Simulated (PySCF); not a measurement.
# F, F⁺, F²⁺: ionisation energies in x2c-TZVPPall, part 2 of 3

Aim: the ionisation energy of fluorine from differences of total energies, at each level of theory, and how far each lands from the tabulated value where there is one.

PySCF 2.14.0; x2c-TZVPPall, scalar relativity by spin-free X2C-1e. The scripts are equivalent inputs of a driver's runs. The steps go on from the part before.

### 4 F⁺

**UHF**

input.py reads:

```python
from pyscf import gto, scf, dft, mp, cc
import basis_set_exchange as bse
mol = gto.M(atom="F 0 0 0", charge=1, spin=2, symmetry="D2h",
            basis=gto.basis.parse(bse.get_basis("x2c-TZVPPall", elements=["F"], fmt="nwchem")),
            nucmod="G")
mf = scf.UHF(mol).sfx2c1e()
mf.irrep_nelec = {'Ag': (2, 2), 'B1u': (1, 0), 'B2u': (1, 1), 'B3u': (1, 0)}
mf.kernel()
```

Standard output:

```text
damping factor = 0
level_shift factor = 0
DIIS = <class 'pyscf.scf.diis.CDIIS'>
diis_start_cycle = 1
diis_space = 10
diis_damp = 0
SCF conv_tol = 1e-09
SCF conv_tol_grad = None
number electrons alpha = 5  beta = 3
cycle= 1 E= -98.9238285289012  delta_E= -0.00472  |g|= 0.0306  |ddm|= 0.0257
cycle= 2 E= -98.9240468945099  delta_E= -0.000218  |g|= 0.00687  |ddm|= 0.00639
cycle= 3 E= -98.9240599713542  delta_E= -1.31e-05  |g|= 0.000343  |ddm|= 0.00225
cycle= 4 E= -98.9240600555889  delta_E= -8.42e-08  |g|= 0.00012  |ddm|= 0.000275
cycle= 5 E= -98.9240600655291  delta_E= -9.94e-09  |g|= 2.1e-05  |ddm|= 0.000109
cycle= 6 E= -98.9240600657083  delta_E= -1.79e-10  |g|= 2.92e-06  |ddm|= 1.46e-05
converged SCF energy = -98.9240600657083  <S^2> = 2.0050767  2S+1 = 3.0033826
```

It used 0.15 s of CPU time after the integrals (shared host).

Orbital energies by shell (radii are means over both spins):

| shell | electrons | mean orbital energy (eV) | spread (eV) | rms radius (bohr) |
| --- | --- | --- | --- | --- |
| 1s α | 1 | -740.64 | 0 | 0.204 |
| 1s β | 1 | -737.71 | 0 | 0.204 |
| 2s α | 1 | -65.412 | 0 | 1.05 |
| 2s β | 1 | -54.362 | 0 | 1.05 |
| 2p α | 3 | -40.710 | 3.301 | 1.09 |
| 2p β | 1 | -35.644 | 0 | 1.09 |

⟨S²⟩ = 2.005, ⟨L²⟩ = 2.01.

Spin-orbit constants on these orbitals (cm⁻¹; bare nucleus, screened nucleus, mean field): 2p 479.0, 372.6, 327.6. To first order in LS coupling the lowest level has J = 2 and lies 0.0203 eV below the centre of the term.

**LDA**

input.py, as changed from the run before:

```diff
@@ -5,3 +5,3 @@
             nucmod="G")
-mf = scf.UHF(mol).sfx2c1e()
+mf = dft.UKS(mol, xc="LDA,VWN").sfx2c1e()
 mf.irrep_nelec = {'Ag': (2, 2), 'B1u': (1, 0), 'B2u': (1, 1), 'B3u': (1, 0)}
```

Standard output:

```text
damping factor = 0
level_shift factor = 0
DIIS = <class 'pyscf.scf.diis.CDIIS'>
diis_start_cycle = 1
diis_space = 10
diis_damp = 0
SCF conv_tol = 1e-09
SCF conv_tol_grad = None
number electrons alpha = 5  beta = 3
XC functionals = LDA,VWN
    P. A. M. Dirac.,  Math. Proc. Cambridge Philos. Soc. 26, 376 (1930)
    F. Bloch.,  Z. Phys. 57, 545 (1929)
    S. H. Vosko, L. Wilk, and M. Nusair.,  Can. J. Phys. 58, 1200 (1980)
cycle= 1 E= -98.5353561557691  delta_E= -0.00855  |g|= 0.0332  |ddm|= 0.103
cycle= 2 E= -98.5354326293371  delta_E= -7.65e-05  |g|= 0.0192  |ddm|= 0.0176
cycle= 3 E= -98.5355186020542  delta_E= -8.6e-05  |g|= 0.00265  |ddm|= 0.00843
cycle= 4 E= -98.5355203584989  delta_E= -1.76e-06  |g|= 3.06e-05  |ddm|= 0.00106
cycle= 5 E= -98.5355203588705  delta_E= -3.72e-10  |g|= 1.89e-06  |ddm|= 1.92e-05
converged SCF energy = -98.5355203588705  <S^2> = 2.0018195  2S+1 = 3.0012128
```

CPU time 0.09 s on a shared host, the integrals not counted.

**PBE**

input.py, as changed from the run before:

```diff
@@ -5,3 +5,3 @@
             nucmod="G")
-mf = dft.UKS(mol, xc="LDA,VWN").sfx2c1e()
+mf = dft.UKS(mol, xc="PBE").sfx2c1e()
 mf.irrep_nelec = {'Ag': (2, 2), 'B1u': (1, 0), 'B2u': (1, 1), 'B3u': (1, 0)}
```

Standard output:

```text
damping factor = 0
level_shift factor = 0
DIIS = <class 'pyscf.scf.diis.CDIIS'>
diis_start_cycle = 1
diis_space = 10
diis_damp = 0
SCF conv_tol = 1e-09
SCF conv_tol_grad = None
number electrons alpha = 5  beta = 3
XC functionals = PBE
    J. P. Perdew, K. Burke, and M. Ernzerhof.,  Phys. Rev. Lett. 77, 3865 (1996)
    J. P. Perdew, K. Burke, and M. Ernzerhof.,  Phys. Rev. Lett. 78, 1396 (1997)
    J. P. Perdew, K. Burke, and M. Ernzerhof.,  Phys. Rev. Lett. 77, 3865 (1996)
    J. P. Perdew, K. Burke, and M. Ernzerhof.,  Phys. Rev. Lett. 78, 1396 (1997)
cycle= 1 E= -99.1111155134143  delta_E= -0.00654  |g|= 0.0123  |ddm|= 0.092
cycle= 2 E= -99.1111491419771  delta_E= -3.36e-05  |g|= 0.00726  |ddm|= 0.00877
cycle= 3 E= -99.1111623689353  delta_E= -1.32e-05  |g|= 0.00124  |ddm|= 0.0034
cycle= 4 E= -99.1111627404267  delta_E= -3.71e-07  |g|= 4.92e-05  |ddm|= 0.000479
cycle= 5 E= -99.1111627412359  delta_E= -8.09e-10  |g|= 2.5e-06  |ddm|= 2.7e-05
converged SCF energy = -99.1111627412359  <S^2> = 2.0018551  2S+1 = 3.0012365
```

It used 0.13 s of CPU time after the integrals (shared host).

**PBE0**

input.py, as changed from the run before:

```diff
@@ -5,3 +5,3 @@
             nucmod="G")
-mf = dft.UKS(mol, xc="PBE").sfx2c1e()
+mf = dft.UKS(mol, xc="PBE0").sfx2c1e()
 mf.irrep_nelec = {'Ag': (2, 2), 'B1u': (1, 0), 'B2u': (1, 1), 'B3u': (1, 0)}
```

Standard output:

```text
damping factor = 0
level_shift factor = 0
DIIS = <class 'pyscf.scf.diis.CDIIS'>
diis_start_cycle = 1
diis_space = 10
diis_damp = 0
SCF conv_tol = 1e-09
SCF conv_tol_grad = None
number electrons alpha = 5  beta = 3
XC functionals = PBE0
    C. Adamo and V. Barone.,  J. Chem. Phys. 110, 6158 (1999)
    M. Ernzerhof and G. E. Scuseria.,  J. Chem. Phys. 110, 5029 (1999)
cycle= 1 E= -99.1247470777307  delta_E= -0.00482  |g|= 0.0127  |ddm|= 0.0594
cycle= 2 E= -99.124792268527  delta_E= -4.52e-05  |g|= 0.00199  |ddm|= 0.00501
cycle= 3 E= -99.124793642035  delta_E= -1.37e-06  |g|= 0.000629  |ddm|= 0.00118
cycle= 4 E= -99.1247937433713  delta_E= -1.01e-07  |g|= 9.91e-05  |ddm|= 0.000286
cycle= 5 E= -99.1247937470166  delta_E= -3.65e-09  |g|= 5.1e-06  |ddm|= 5.8e-05
cycle= 6 E= -99.124793747028  delta_E= -1.14e-11  |g|= 2.01e-07  |ddm|= 3.6e-06
converged SCF energy = -99.124793747028  <S^2> = 2.0023424  2S+1 = 3.0015612
```

It used 0.16 s of CPU time after the integrals (shared host).

**r2SCAN**

input.py, as changed from the run before:

```diff
@@ -5,3 +5,3 @@
             nucmod="G")
-mf = dft.UKS(mol, xc="PBE0").sfx2c1e()
+mf = dft.UKS(mol, xc="R2SCAN").sfx2c1e()
 mf.irrep_nelec = {'Ag': (2, 2), 'B1u': (1, 0), 'B2u': (1, 1), 'B3u': (1, 0)}
```

Standard output:

```text
damping factor = 0
level_shift factor = 0
DIIS = <class 'pyscf.scf.diis.CDIIS'>
diis_start_cycle = 1
diis_space = 10
diis_damp = 0
SCF conv_tol = 1e-09
SCF conv_tol_grad = None
number electrons alpha = 5  beta = 3
XC functionals = R2SCAN
    J. W. Furness, A. D. Kaplan, J. Ning, J. P. Perdew, and J. Sun.,  J. Phys. Chem. Lett. 11, 8208-8215 (2020)
    J. W. Furness, A. D. Kaplan, J. Ning, J. P. Perdew, and J. Sun.,  J. Phys. Chem. Lett. 11, 9248-9248 (2020)
    J. W. Furness, A. D. Kaplan, J. Ning, J. P. Perdew, and J. Sun.,  J. Phys. Chem. Lett. 11, 8208-8215 (2020)
    J. W. Furness, A. D. Kaplan, J. Ning, J. P. Perdew, and J. Sun.,  J. Phys. Chem. Lett. 11, 9248-9248 (2020)
cycle= 1 E= -99.1724312600027  delta_E= -0.00534  |g|= 0.0128  |ddm|= 0.0559
cycle= 2 E= -99.1724712523647  delta_E= -4e-05  |g|= 0.00209  |ddm|= 0.00485
cycle= 3 E= -99.1724722752175  delta_E= -1.02e-06  |g|= 0.00113  |ddm|= 0.00134
cycle= 4 E= -99.1724725777522  delta_E= -3.03e-07  |g|= 5.46e-05  |ddm|= 0.000442
cycle= 5 E= -99.1724725797143  delta_E= -1.96e-09  |g|= 5.81e-06  |ddm|= 5.16e-05
cycle= 6 E= -99.172472579733  delta_E= -1.87e-11  |g|= 3.46e-07  |ddm|= 5.14e-06
converged SCF energy = -99.172472579733  <S^2> = 2.0032108  2S+1 = 3.0021398
```

It used 0.34 s of CPU time after the integrals (shared host).

**BHandHLYP**

input.py, as changed from the run before:

```diff
@@ -5,3 +5,3 @@
             nucmod="G")
-mf = dft.UKS(mol, xc="R2SCAN").sfx2c1e()
+mf = dft.UKS(mol, xc="BHANDHLYP").sfx2c1e()
 mf.irrep_nelec = {'Ag': (2, 2), 'B1u': (1, 0), 'B2u': (1, 1), 'B3u': (1, 0)}
```

Standard output:

```text
damping factor = 0
level_shift factor = 0
DIIS = <class 'pyscf.scf.diis.CDIIS'>
diis_start_cycle = 1
diis_space = 10
diis_damp = 0
SCF conv_tol = 1e-09
SCF conv_tol_grad = None
number electrons alpha = 5  beta = 3
XC functionals = BHANDHLYP
    A. D. Becke.,  J. Chem. Phys. 98, 1372 (1993)
    Defined through Gaussian implementation.
cycle= 1 E= -99.1977478925307  delta_E= -0.00426  |g|= 0.0167  |ddm|= 0.0528
cycle= 2 E= -99.197817031116  delta_E= -6.91e-05  |g|= 0.0033  |ddm|= 0.00592
cycle= 3 E= -99.1978202212858  delta_E= -3.19e-06  |g|= 0.00122  |ddm|= 0.00179
cycle= 4 E= -99.1978205986593  delta_E= -3.77e-07  |g|= 0.000137  |ddm|= 0.000494
cycle= 5 E= -99.1978206103187  delta_E= -1.17e-08  |g|= 9.18e-06  |ddm|= 0.00012
cycle= 6 E= -99.1978206103529  delta_E= -3.42e-11  |g|= 2.96e-07  |ddm|= 6.16e-06
converged SCF energy = -99.1978206103529  <S^2> = 2.0028618  2S+1 = 3.0019073
```

It used 0.17 s of CPU time after the integrals (shared host).

**B97-3**

input.py, as changed from the run before:

```diff
@@ -5,3 +5,3 @@
             nucmod="G")
-mf = dft.UKS(mol, xc="BHANDHLYP").sfx2c1e()
+mf = dft.UKS(mol, xc="HYB_GGA_XC_B97_3").sfx2c1e()
 mf.irrep_nelec = {'Ag': (2, 2), 'B1u': (1, 0), 'B2u': (1, 1), 'B3u': (1, 0)}
```

Standard output:

```text
damping factor = 0
level_shift factor = 0
DIIS = <class 'pyscf.scf.diis.CDIIS'>
diis_start_cycle = 1
diis_space = 10
diis_damp = 0
SCF conv_tol = 1e-09
SCF conv_tol_grad = None
number electrons alpha = 5  beta = 3
XC functionals = HYB_GGA_XC_B97_3
    T. W. Keal and D. J. Tozer.,  J. Chem. Phys. 123, 121103 (2005)
cycle= 1 E= -99.1856974459459  delta_E= -0.00379  |g|= 0.011  |ddm|= 0.0492
cycle= 2 E= -99.1857272637082  delta_E= -2.98e-05  |g|= 0.00204  |ddm|= 0.00428
cycle= 3 E= -99.1857281788025  delta_E= -9.15e-07  |g|= 0.00097  |ddm|= 0.00115
cycle= 4 E= -99.1857283992726  delta_E= -2.2e-07  |g|= 4.85e-05  |ddm|= 0.000377
cycle= 5 E= -99.1857284003416  delta_E= -1.07e-09  |g|= 3.19e-06  |ddm|= 3.43e-05
cycle= 6 E= -99.1857284003458  delta_E= -4.16e-12  |g|= 1.79e-07  |ddm|= 2.17e-06
converged SCF energy = -99.1857284003458  <S^2> = 2.0025521  2S+1 = 3.0017009
```

It used 0.18 s of CPU time after the integrals (shared host).

**wB97M-V**

input.py, as changed from the run before:

```diff
@@ -5,3 +5,3 @@
             nucmod="G")
-mf = dft.UKS(mol, xc="HYB_GGA_XC_B97_3").sfx2c1e()
+mf = dft.UKS(mol, xc="WB97M_V").sfx2c1e()
 mf.irrep_nelec = {'Ag': (2, 2), 'B1u': (1, 0), 'B2u': (1, 1), 'B3u': (1, 0)}
```

Standard output:

```text
damping factor = 0
level_shift factor = 0
DIIS = <class 'pyscf.scf.diis.CDIIS'>
diis_start_cycle = 1
diis_space = 10
diis_damp = 0
SCF conv_tol = 1e-09
SCF conv_tol_grad = None
number electrons alpha = 5  beta = 3
XC functionals = WB97M_V
    N. Mardirossian and M. Head-Gordon.,  J. Chem. Phys. 144, 214110 (2016)
NLC functional = WB97M_V
cycle= 1 E= -99.1929840495614  delta_E= -0.00414  |g|= 0.0144  |ddm|= 0.0647
cycle= 2 E= -99.1930386763995  delta_E= -5.46e-05  |g|= 0.00232  |ddm|= 0.00698
cycle= 3 E= -99.1930405771759  delta_E= -1.9e-06  |g|= 0.000692  |ddm|= 0.00131
cycle= 4 E= -99.1930407062233  delta_E= -1.29e-07  |g|= 0.000123  |ddm|= 0.000314
cycle= 5 E= -99.1930407135873  delta_E= -7.36e-09  |g|= 8.11e-06  |ddm|= 8.94e-05
cycle= 6 E= -99.1930407136186  delta_E= -3.13e-11  |g|= 6.23e-07  |ddm|= 5.67e-06
converged SCF energy = -99.1930407136186  <S^2> = 2.0025026  2S+1 = 3.0016679
```

It used 0.55 s of CPU time after the integrals (shared host).

**HSE06**

input.py, as changed from the run before:

```diff
@@ -5,3 +5,3 @@
             nucmod="G")
-mf = dft.UKS(mol, xc="WB97M_V").sfx2c1e()
+mf = dft.UKS(mol, xc="HSE06").sfx2c1e()
 mf.irrep_nelec = {'Ag': (2, 2), 'B1u': (1, 0), 'B2u': (1, 1), 'B3u': (1, 0)}
```

Standard output:

```text
damping factor = 0
level_shift factor = 0
DIIS = <class 'pyscf.scf.diis.CDIIS'>
diis_start_cycle = 1
diis_space = 10
diis_damp = 0
SCF conv_tol = 1e-09
SCF conv_tol_grad = None
number electrons alpha = 5  beta = 3
XC functionals = HSE06
    J. Heyd, G. E. Scuseria, and M. Ernzerhof.,  J. Chem. Phys. 118, 8207 (2003)
    J. Heyd, G. E. Scuseria, and M. Ernzerhof.,  J. Chem. Phys. 124, 219906 (2006)
    A. V. Krukau, O. A. Vydrov, A. F. Izmaylov, and G. E. Scuseria.,  J. Chem. Phys. 125, 224106 (2006)
cycle= 1 E= -99.1341451433535  delta_E= -0.00499  |g|= 0.0123  |ddm|= 0.062
cycle= 2 E= -99.1341869317847  delta_E= -4.18e-05  |g|= 0.00185  |ddm|= 0.00489
cycle= 3 E= -99.1341880935433  delta_E= -1.16e-06  |g|= 0.000587  |ddm|= 0.00109
cycle= 4 E= -99.1341881808371  delta_E= -8.73e-08  |g|= 9.34e-05  |ddm|= 0.000268
cycle= 5 E= -99.1341881837497  delta_E= -2.91e-09  |g|= 4.96e-06  |ddm|= 4.93e-05
cycle= 6 E= -99.1341881837606  delta_E= -1.1e-11  |g|= 1.7e-07  |ddm|= 3.58e-06
converged SCF energy = -99.1341881837606  <S^2> = 2.0023167  2S+1 = 3.001544
```

CPU time 0.31 s on a shared host, the integrals not counted.

### 5 F⁺, continued

**ROHF**

Standard output:

```text
damping factor = 0
level_shift factor = 0
DIIS = <class 'pyscf.scf.diis.CDIIS'>
diis_start_cycle = 1
diis_space = 10
diis_damp = 0
SCF conv_tol = 1e-09
SCF conv_tol_grad = None
irrep_nelec {'Ag': (2, 2), 'B1g': (0, 0), 'B2g': (0, 0), 'B3g': (0, 0), 'Au': (0, 0), 'B1u': (1, 0), 'B2u': (1, 1), 'B3u': (1, 0)}
HOMO (B1u) = -0.983379145685949  LUMO (Ag) = 0.199999429175115
cycle= 1 E= -98.9174112388333  delta_E= 0.00665  |g|= 0.0199  |ddm|= 0.0735
HOMO (B1u) = -0.983962010985191  LUMO (Ag) = 0.204197952934429
cycle= 2 E= -98.9174975954128  delta_E= -8.64e-05  |g|= 0.00385  |ddm|= 0.0113
HOMO (B1u) = -0.984515470320381  LUMO (Ag) = 0.203977153632316
cycle= 3 E= -98.9175008206922  delta_E= -3.23e-06  |g|= 0.000486  |ddm|= 0.0023
HOMO (B1u) = -0.983978758075755  LUMO (Ag) = 0.20407925190996
cycle= 4 E= -98.9175008951005  delta_E= -7.44e-08  |g|= 0.00016  |ddm|= 0.000291
HOMO (B1u) = -0.98405334156912  LUMO (Ag) = 0.204067755326896
cycle= 5 E= -98.9175008990464  delta_E= -3.95e-09  |g|= 1.93e-05  |ddm|= 5.26e-05
HOMO (B1u) = -0.984058623710462  LUMO (Ag) = 0.204066769400882
cycle= 6 E= -98.9175008991448  delta_E= -9.83e-11  |g|= 2.51e-06  |ddm|= 1.03e-05
converged SCF energy = -98.9175008991448
```

CPU time 0.03 s on a shared host, the integrals not counted.

Restricted open-shell Hartree-Fock on the same occupation, started from the unrestricted density.

**MP2 (valence)**

Changes to input.py since step 4:

```diff
@@ -5,4 +5,5 @@
             nucmod="G")
-mf = dft.UKS(mol, xc="HSE06").sfx2c1e()
+mf = scf.UHF(mol).sfx2c1e()
 mf.irrep_nelec = {'Ag': (2, 2), 'B1u': (1, 0), 'B2u': (1, 1), 'B3u': (1, 0)}
 mf.kernel()
+mp.UMP2(mf, frozen=1).kernel()
```

This step left no log, only its results.

CPU time 0.01 s on a shared host, the integrals not counted.

With 6 electrons correlated, the MP2 correlation energy is -0.14088 hartree (-0.03411 same spin, -0.10677 opposite spin); the SCS form gives -0.13950. Largest pairs of shells: 2p-2p -0.0665, 2s-2p -0.0647, 2s-2s -0.0097.

**MP2 (valence and next inner shell)**

input.py, as changed from the run before:

```diff
@@ -8,2 +8,2 @@
 mf.kernel()
-mp.UMP2(mf, frozen=1).kernel()
+mp.UMP2(mf, frozen=0).kernel()
```

No log was kept for this step.

CPU time 0.01 s on a shared host, the integrals not counted.

With 8 electrons correlated, the MP2 correlation energy is -0.15926 hartree (-0.03599 same spin, -0.12327 opposite spin); the SCS form gives -0.15992. Largest pairs of shells: 2p-2p -0.0665, 2s-2p -0.0647, 1s-1s -0.0119, 2s-2s -0.0097, 1s-2p -0.0042.

Radial density 4πr²ρ of F⁺ at UHF:

| r (bohr) | density | spin density |
| --- | --- | --- |
| 0.00240 | 0.0332 | 0.000 |
| 0.00403 | 0.0906 | 0.000 |
| 0.00678 | 0.239 | 0.000 |
| 0.0114 | 0.616 | 0.000 |
| 0.0192 | 1.50 | 0.001 |
| 0.0323 | 3.34 | 0.002 |
| 0.0543 | 6.35 | 0.009 |
| 0.0913 | 9.31 | 0.041 |
| 0.154 | 8.98 | 0.174 |
| 0.258 | 5.13 | 0.626 |
| 0.434 | 4.37 | 1.525 |
| 0.731 | 5.94 | 1.983 |
| 1.23 | 3.30 | 1.022 |
| 2.07 | 0.482 | 0.135 |
| 3.48 | 0.0128 | 0.002 |

(Continued in part 3 of 3.)
